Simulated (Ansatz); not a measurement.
Predict the output of the script below (Ansatz 0.2.0, Python API).

`cas_h3o.py`
```python
# -*- coding: utf-8 -*-
"""Static correlation in H3O(+): natural occupations of an active space."""

import warnings

import ansatz as az

config = {
    "basis": "6-31G*",
    "net_charge": 1,
}

GEOMETRY = """
O     0.19605   -0.06102   -0.05690
H     0.21423    0.91944    0.01647
H    -0.41341   -0.36662   -0.76568
H     0.00313   -0.49180    0.80612
"""

warnings.simplefilter("ignore", az.DeckWarning)

system = az.Crystal.molecule()
for line in GEOMETRY.strip().splitlines():
    symbol, *xyz = line.split()
    system = system.atom(symbol, [float(v) for v in xyz])

setup = system.calculation()
setup = setup.basis(gaussian=config["basis"])
setup = setup.charge(config["net_charge"]).correlation(active_electrons=4, active_orbitals=4)
for method in [None]:
    rep = (setup if method is None else setup.correlation(method)).run(threads=1).report
    space = rep["configurations"]
    state = space["states"][0]
    print(method or "casscf", f"total {rep['free_energy_ev'] / 27.211386246:.6f} Ha, active-space state {state['energy']['hartree']:.6f} Ha, mean field {rep['reference_energy_ev'] / 27.211386246:.6f} Ha")
    print("  determinants", state["n_determinants"], " natural occupations", [round(n, 3) for n in space["natural_occupations"]])
print("effectively unpaired electrons, sum of min(n, 2 - n):", round(sum(min(n, 2 - n) for n in space["natural_occupations"]), 3))
```

```console
$ python cas_h3o.py
casscf total -76.337267 Ha, active-space state -76.337267 Ha, mean field -76.288722 Ha
  determinants 36  natural occupations [1.982, 1.98, 0.019, 0.019]
effectively unpaired electrons, sum of min(n, 2 - n): 0.076
```

Reading the output:
- Total energies depend on the basis set; only differences at equal settings carry meaning.
- The geometry is a force-field or estimated start, not a minimum of this method, and the basis set is short of its limit. The active space starts as a window about the frontier orbitals and is then optimised, not chosen by chemistry.
- Wall time of the script: 0.5 s on 1 thread of Arm Neoverse V2, on a shared host, peak memory 0.13 GiB.
